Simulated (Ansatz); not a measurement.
Geometry optimisation, Ansatz, RKS PBE0-D4/6-31G*.

The input (input.yaml):

```yaml
crystal:
  periodic: [false, false, false]
  atoms:
    - { symbol: Al, position_ang: [-0.005002, -0.426571, -0.510894] }
    - { symbol: C, position_ang: [-0.053492, -0.243437, 2.65048] }
    - { symbol: H, position_ang: [-0.981435, -0.203033, 3.225954] }
    - { symbol: H, position_ang: [0.794877, -0.413149, 3.317098] }
    - { symbol: H, position_ang: [0.097034, 0.714979, 2.139816] }
    - { symbol: H, position_ang: [1.427013, 0.210335, -0.729232] }
    - { symbol: H, position_ang: [-1.383352, 0.331365, -0.765411] }
    - { symbol: O, position_ang: [-0.021025, -2.113576, -0.030235] }
    - { symbol: H, position_ang: [-0.891527, -2.52562, -0.011275] }
    - { symbol: H, position_ang: [-0.093992, -1.078592, 1.929102] }
basis:
  gaussian: { orbitals: "6-31G*" }
hamiltonian:
  xc: pbe0
  dispersion: d4
relax:
  f_tol: 0.03
  max_steps: 50
```

Command:

```bash
$ ansatz run input.yaml --threads 1 --pin off --max-ram 2048MiB --backend cpu --events-out ev --progress --plain --runs-dir out
```

Where does it end, and by what steps?

The forces met the threshold. After 7 steps the energy has fallen by 0.076 eV; H7 moved furthest, 0.33 Å.

```tsv
step	energy less start (eV)	largest force component (eV/Å)	accepted
0	0.0000	0.698	yes
1	-0.0221	0.785	yes
2	-0.0458	0.997	yes
3	-0.0672	0.336	yes
4	-0.0694	0.316	yes
5	-0.0732	0.126	yes
6	-0.0758	0.062	yes
7	-0.0761	0.026	yes
```

```xyz
10
Properties=species:S:1:pos:R:3
Al -0.023 -0.485 -0.367
C -0.026 -0.187 2.624
H -0.995 -0.070 3.114
H 0.778 -0.183 3.364
H 0.131 0.663 1.947
H 1.412 0.175 -0.480
H -1.395 0.325 -0.440
O -0.065 -2.203 -0.332
H -0.925 -2.634 -0.309
H -0.003 -1.148 2.095
```

Whether the end is a true minimum wasn't checked by a vibrational analysis.

Time of the run: 17 s on 1 thread of Intel(R) Xeon(R) Platinum 8375C CPU @ 2.90GHz (Ice Lake), on a shared host, peak memory 0.14 GiB.
